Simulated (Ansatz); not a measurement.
Cost against result

The pair of HF (SMILES F, atoms 1–2) and Si₂H₆ (SMILES [SiH3][SiH3], atoms 3–10), both closed shells, in one local arrangement (a lower one may exist), relaxed at PBE0-D4/def2-TZVP:

| atom | x (Å) | y (Å) | z (Å) |
| --- | --- | --- | --- |
| F1 | -0.2824 | -0.2084 | -3.7723 |
| H2 | -0.1059 | -0.4247 | -2.8892 |
| Si3 | 0.3035 | -0.2396 | 1.9372 |
| Si4 | -0.2115 | 0.4159 | -0.2472 |
| H5 | -0.4547 | -1.4694 | 2.2859 |
| H6 | 1.7598 | -0.5135 | 2.0505 |
| H7 | -0.0648 | 0.8463 | 2.8832 |
| H8 | -1.6653 | 0.6661 | -0.4188 |
| H9 | 0.1701 | -0.6961 | -1.1756 |
| H10 | 0.5513 | 1.6235 | -0.6539 |

Interaction energies are counterpoise-corrected; the time is that of the whole pair.

Computed with Ansatz 0.2.0 (basis: as named in each row); correlated methods freeze the cores. B3LYP uses VWN-RPA correlation. Extrapolation: Hartree–Fock as exp(−7.88 √X), correlation as X^−2.97.

Times are rough, for one single point on 4 threads of a shared host (AMD EPYC 9R45).

The estimate by CCSD(T) at an estimated basis limit (MP2 extrapolated from triple and quadruple zeta, plus CCSD(T) − MP2 in triple zeta) is -0.065 eV.

| method | basis | time (s) | interaction energy (eV) | method less estimate |
| --- | --- | --- | --- | --- |
| HF | STO-3G | under 1 | 0.116 | 0.181 |
| PBE-D4 | STO-3G | under 1 | 0.017 | 0.082 |
| SPW92 | def2-SVP | under 1 | -0.136 | -0.071 |
| PBE-D4 | def2-SVP | under 1 | -0.075 | -0.009 |
| B3LYP-D4 | 6-31G | under 1 | -0.052 | 0.013 |
| PBE0-D4 | def2-SVP | under 1 | -0.057 | 0.008 |
| CCSD(T) | def2-SVP | under 1 | 0.004 | 0.069 |
| PBE-D4 | def2-TZVPPD | under 1 | -0.101 | -0.036 |
| revPBE-D4 | def2-TZVPPD | under 1 | -0.063 | 0.002 |
| BLYP-D4 | def2-TZVPPD | under 1 | -0.076 | -0.011 |
| PBE0-D4 | def2-TZVPPD | under 1 | -0.085 | -0.020 |
| r2SCAN-D4 | def2-TZVPPD | 1 | -0.086 | -0.021 |
| B3LYP-D4 | def2-TZVPPD | 1 | -0.078 | -0.013 |
| HSE06-D4 | def2-TZVPPD | 1 | -0.086 | -0.021 |
| wB97M-V | def2-SVP | 1 | -0.043 | 0.022 |
| B2PLYP | def2-TZVPPD | 2 | -0.057 | 0.008 |
| wB97X-V | def2-TZVPPD | 2 | -0.072 | -0.007 |
| B97M-V | def2-TZVPPD | 3 | -0.080 | -0.014 |
| wB97M-V | def2-TZVPPD | 3 | -0.071 | -0.006 |
| MP2 | def2-QZVPPD | 6 | -0.059 | 0.006 |
| CCSD(T) | def2-TZVPPD | 24 | -0.057 | 0.008 |

T1 diagnostic: at most 0.013.
